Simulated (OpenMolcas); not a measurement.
# AlH (SMILES [AlH]), step by step

We compute the energy (UHF/pcseg-0), then the energy (CASSCF(2,2)/pcseg-0), then the energy (CASPT2(2,2)/pcseg-0), then the energy (SC-NEVPT2(2,2)/pcseg-0), then the energy (MRCI(2,2)/pcseg-0) of AlH. 

The calculation is run with OpenMolcas 26.06.

### Step 1. Starting point

AlH has 2 atoms, charge 0, and is taken as a singlet. As SMILES, `[AlH]`. The Al1–H2 distance was set to 3.227 Å, away from the relaxed value.

### Step 2. The energy at UHF/pcseg-0 (run 1)

step1.inp reads:

```
&GATEWAY
BASLIB
$CurrDir
COORD
2
angstrom
Al       0.000000       0.000000      -1.613430
H        0.000000       0.000000       1.613470
BASIS
pcseg-0
GROUP
NoSym
&SEWARD
&SCF
UHF
SCRAMBLE
0.25
PRORBITALS
1 1
```

The basis set pcseg-0 is read from a file made from the Basis Set Exchange's data (not shown).

Started as:

```bash
$ export MOLCAS_MEM=1860
$ pymolcas step1.inp > step1.log
```

Log:

```text
--- Start Module: gateway ---
[...]
--- Stop Module: gateway /rc=_RC_ALL_IS_WELL_ ---
--- Start Module: seward ---
[...]
      Basis functions           15
--- Stop Module: seward /rc=_RC_ALL_IS_WELL_ ---
--- Start Module: scf ---
[...]
       Convergence after  32 Iterations
[...]
::    Total SCF energy                               -242.0780359435
[...]
      Total spin, S                                     0.5424138532
[...]
      Total electronic charge=   14.000000
      Total            charge=   -0.000000
[...]
      Dipole Moment (debye):
      Origin of the operator (angstrom)=    0.0000    0.0000   -1.4972
                   X=  2.9259E-05               Y=  1.7491E-05               Z= -1.1478E+00           Total=  1.1478E+00
      Quadrupole Moment (debye*angstrom):
[...]
--- Stop Module: scf /rc=_RC_ALL_IS_WELL_ ---
[...]
```

Wall time 2.1 s (1 thread of Intel Xeon Platinum 8488C (Sapphire Rapids), shared host); peak memory 0.37 GiB.

### Step 3. A single-point energy at CASSCF(2,2)/pcseg-0 (run 2)

step2.inp reads:

```
* AlH CASSCF

&GATEWAY
 BasLib=$CurrDir
 Coord
 2
 angstrom
 Al       0.000000       0.000000      -1.613430
 H        0.000000       0.000000       1.613470
 Basis=pcseg-0
 Group=NoSym

&SEWARD

&RASSCF
 FileOrb=$CurrDir/step1.UnaOrb
 Spin=1
 Nactel=2 0 0
 Inactive=6
 Ras2=2
 OrbListing=Nothing
 OrbAppear=Compact
```

The basis set pcseg-0 is read from a file made from the Basis Set Exchange's data (not shown).

Started as:

```bash
$ export MOLCAS_MEM=1860
$ pymolcas step2.inp > step2.log
```

Log:

```text
--- Start Module: gateway ---
[...]
--- Stop Module: gateway /rc=_RC_ALL_IS_WELL_ ---
--- Start Module: seward ---
[...]
      Basis functions           15
--- Stop Module: seward /rc=_RC_ALL_IS_WELL_ ---
--- Start Module: rasscf ---
[...]
      Number of active orbitals                  2
[...]
      Spin quantum number                      0.0
[...]
      Active orbitals                            2
[...]
      Number of CSFs                             3
[...]
      Number of root(s) required                 1
[...]
      Convergence after 13 iterations
[...]
      printout of CI-coefficients larger than  0.05 for root  1
      energy=    -242.092258
      conf/sym  11     Coeff  Weight
             1  20  -0.91750 0.84180
             3  02   0.39774 0.15820
      Natural orbitals and occupation numbers for root  1
      sym 1:   1.683602   0.316398
      ************************************************************************************************************************
      *                                                    Final results                                                     *
[...]
::    RASSCF root number  1 Total energy:   -242.09225808
[...]
      Total electronic charge=   14.000000
      Total            charge=   -0.000000
[...]
      Dipole Moment (debye):
      Origin of the operator (angstrom)=    0.0000    0.0000   -1.4972
                   X=  1.8636E-08               Y=  1.1122E-08               Z= -2.2722E+00           Total=  2.2722E+00
      Quadrupole Moment (debye*angstrom):
[...]
--- Stop Module: rasscf /rc=_RC_ALL_IS_WELL_ ---
[...]
```

Wall time 1.8 s (1 thread of Intel Xeon Platinum 8488C (Sapphire Rapids), shared host); peak memory 0.37 GiB.

### Step 4. The energy at CASPT2(2,2)/pcseg-0 (run 3)

step3.inp reads:

```
* AlH CASPT2

&GATEWAY
 BasLib = $CurrDir
 Coord
 2
 angstrom
 Al       0.000000       0.000000      -1.613430
 H        0.000000       0.000000       1.613470
 Basis = pcseg-0
 Group = NoSym

&SEWARD

&RASSCF
 FileOrb = $CurrDir/step2.RasOrb
 Spin = 1
 Nactel = 2 0 0
 Inactive = 6
 Ras2 = 2
 OrbListing = Nothing
 OrbAppear = Compact

&CASPT2
 Imaginary = 0.1
 Frozen = 5
```

The basis set pcseg-0 is read from a file made from the Basis Set Exchange's data (not shown).

Started as:

```bash
$ export MOLCAS_MEM=1860
$ pymolcas step3.inp > step3.log
```

Log:

```text
--- Start Module: gateway ---
[...]
--- Stop Module: gateway /rc=_RC_ALL_IS_WELL_ ---
[...]
      Basis functions           15
[...]
--- Start Module: rasscf ---
[...]
      Number of active orbitals                  2
[...]
      Spin quantum number                      0.0
[...]
      Active orbitals                            2
[...]
      Number of CSFs                             3
[...]
      Number of root(s) required                 1
[...]
      Convergence after  4 iterations
[...]
      printout of CI-coefficients larger than  0.05 for root  1
      energy=    -242.092258
      conf/sym  11     Coeff  Weight
             1  20  -0.91750 0.84180
             3  02   0.39774 0.15820
      Natural orbitals and occupation numbers for root  1
      sym 1:   1.683602   0.316398
      ************************************************************************************************************************
      *                                                    Final results                                                     *
[...]
::    RASSCF root number  1 Total energy:   -242.09225808
[...]
      Total electronic charge=   14.000000
      Total            charge=   -0.000000
[...]
      Dipole Moment (debye):
      Origin of the operator (angstrom)=    0.0000    0.0000   -1.4972
                   X= -6.0648E-09               Y= -3.6571E-09               Z= -2.2722E+00           Total=  2.2722E+00
      Quadrupole Moment (debye*angstrom):
[...]
--- Stop Module: rasscf /rc=_RC_ALL_IS_WELL_ ---
--- Start Module: caspt2 ---
[...]
      E2 (Variational):          -0.0171472310
      Total energy:            -242.1094053119
[...]
      Reference weight:           0.98466
[...]
::    CASPT2 Root  1     Total energy:   -242.10940531
[...]
--- Stop Module: caspt2 /rc=_RC_ALL_IS_WELL_ ---
[...]
```

It took 1.8 s on 1 thread of Intel Xeon Platinum 8488C (Sapphire Rapids), shared host; peak memory 0.37 GiB.

### Step 5. A single-point energy at SC-NEVPT2(2,2)/pcseg-0 (run 4)

step4.input reads:

```
&gateway
baslib=$CurrDir
coord
2
angstrom
Al       0.000000       0.000000      -1.613430
H        0.000000       0.000000       1.613470
basis=pcseg-0
group=NoSym
&seward
&rasscf
fileorb=$CurrDir/step2.RasOrb
spin=1
nactel=2 0 0
inactive=6
ras2=2
orblisting=Nothing
orbappear=Compact
&caspt2
sc-nevpt2
frozen=5
```

The basis set pcseg-0 is read from a file made from the Basis Set Exchange's data (not shown).

Started as:

```bash
$ export MOLCAS_MEM=1860
$ pymolcas step4.input > step4.log
```

Log:

```text
--- Start Module: gateway ---
[...]
--- Stop Module: gateway /rc=_RC_ALL_IS_WELL_ ---
[...]
      Basis functions           15
[...]
--- Start Module: rasscf ---
[...]
      Number of active orbitals                  2
[...]
      Spin quantum number                      0.0
[...]
      Active orbitals                            2
[...]
      Number of CSFs                             3
[...]
      Number of root(s) required                 1
[...]
      Convergence after  4 iterations
[...]
      printout of CI-coefficients larger than  0.05 for root  1
      energy=    -242.092258
      conf/sym  11     Coeff  Weight
             1  20  -0.91750 0.84180
             3  02   0.39774 0.15820
      Natural orbitals and occupation numbers for root  1
      sym 1:   1.683602   0.316398
      ************************************************************************************************************************
      *                                                    Final results                                                     *
[...]
::    RASSCF root number  1 Total energy:   -242.09225808
[...]
      Total electronic charge=   14.000000
      Total            charge=   -0.000000
[...]
      Dipole Moment (debye):
      Origin of the operator (angstrom)=    0.0000    0.0000   -1.4972
                   X= -6.0648E-09               Y= -3.6571E-09               Z= -2.2722E+00           Total=  2.2722E+00
      Quadrupole Moment (debye*angstrom):
[...]
--- Stop Module: rasscf /rc=_RC_ALL_IS_WELL_ ---
--- Start Module: caspt2 ---
[...]
      E2 (Variational):          -0.0167204250
[...]
      E2 (Variational):          -0.0167121552
      Total energy:            -242.1089702362
[...]
      Reference weight:           0.98524
[...]
::    SC-NEVPT2 Root  1     Total energy:   -242.10897024
[...]
--- Stop Module: caspt2 /rc=_RC_ALL_IS_WELL_ ---
[...]
```

Run time: 1.8 s. Hardware: 1 thread of Intel Xeon Platinum 8488C (Sapphire Rapids), shared host; peak memory 0.37 GiB.

### Step 6. The energy at MRCI(2,2)/pcseg-0 (run 5)

step5.inp reads:

```
* AlH MRCI
&GATEWAY
BasLib=$CurrDir
Coord
2
angstrom
Al       0.000000       0.000000      -1.613430
H        0.000000       0.000000       1.613470
Basis=pcseg-0
Group=NoSym
&SEWARD
&RASSCF
FileOrb=$CurrDir/step2.RasOrb
Spin=1
Nactel=2 0 0
Inactive=6
Ras2=2
OrbListing=Nothing
OrbAppear=Compact
&MOTRA
LumOrb
Frozen=5
&GUGA
Electrons=4
Spin=1
Inactive=1
Active=2
CIAll=1
&MRCI
SDCI
```

The basis set pcseg-0 is read from a file made from the Basis Set Exchange's data (not shown).

Started as:

```bash
$ export MOLCAS_MEM=1860
$ pymolcas step5.inp > step5.log
```

Log:

```text
--- Start Module: gateway ---
[...]
--- Stop Module: gateway /rc=_RC_ALL_IS_WELL_ ---
[...]
      Basis functions           15
[...]
      Number of active orbitals                  2
[...]
      Spin quantum number                      0.0
[...]
      Active orbitals                            2
[...]
      Number of CSFs                             3
[...]
      Number of root(s) required                 1
[...]
      Convergence after  4 iterations
[...]
      printout of CI-coefficients larger than  0.05 for root  1
      energy=    -242.092258
      conf/sym  11     Coeff  Weight
             1  20  -0.91750 0.84180
             3  02   0.39774 0.15820
      Natural orbitals and occupation numbers for root  1
      sym 1:   1.683602   0.316398
      ************************************************************************************************************************
      *                                                    Final results                                                     *
[...]
::    RASSCF root number  1 Total energy:   -242.09225808
[...]
      Dipole Moment (debye):
      Origin of the operator (angstrom)=    0.0000    0.0000   -1.4972
                   X= -6.0648E-09               Y= -3.6571E-09               Z= -2.2722E+00           Total=  2.2722E+00
      Quadrupole Moment (debye*angstrom):
[...]
--- Start Module: guga ---
[...]
--- Stop Module: guga /rc=_RC_ALL_IS_WELL_ ---
[...]
       (But an ACPF correction will be computed)
       USE THE DEFAULT ACPF G-VALUE GFAC=  0.50000000000000000
[...]
                      CI ENERGY:  -242.12034027
[...]
                ACPF CORRECTION:    -0.00064989
[...]
      Total electronic charge=   14.000000
      Total            charge=   -0.000000
[...]
     ACPF CORRECTION:     -0.00064989
[...]
  CI State   1     Total energy:   -242.12034027     QDav:     -0.00133058     QACPF:     -0.00064989
[...]
```

It took 1.9 s on 1 thread of Intel Xeon Platinum 8488C (Sapphire Rapids), shared host; peak memory 0.37 GiB.

### Step 7. Outcome

```
                                                     quantity          value
                             run 1, UHF/pcseg-0: total energy  -242.07804 Eh
                            run 1, UHF/pcseg-0: dipole moment         1.15 D
                              run 1, UHF/pcseg-0: HOMO energy       -5.85 eV
                              run 1, UHF/pcseg-0: LUMO energy        0.81 eV
                            run 1, UHF/pcseg-0: HOMO–LUMO gap        6.66 eV
                                     run 1, UHF/pcseg-0: ⟨S²⟩          0.837
                     run 2, CASSCF(2,2)/pcseg-0: total energy  -242.09226 Eh
   run 2, CASSCF(2,2)/pcseg-0: dipole moment (CASSCF density)         2.27 D
                     run 3, CASPT2(2,2)/pcseg-0: total energy  -242.10941 Eh
   run 3, CASPT2(2,2)/pcseg-0: dipole moment (CASSCF density)         2.27 D
                  run 4, SC-NEVPT2(2,2)/pcseg-0: total energy  -242.10897 Eh
run 4, SC-NEVPT2(2,2)/pcseg-0: dipole moment (CASSCF density)         2.27 D
                       run 5, MRCI(2,2)/pcseg-0: total energy  -242.12034 Eh
     run 5, MRCI(2,2)/pcseg-0: dipole moment (CASSCF density)         2.27 D
```

**Reading.** ⟨S²⟩ (run 1, UHF/pcseg-0) is 0.84 where a pure singlet has 0.00: the reference is spin-contaminated.
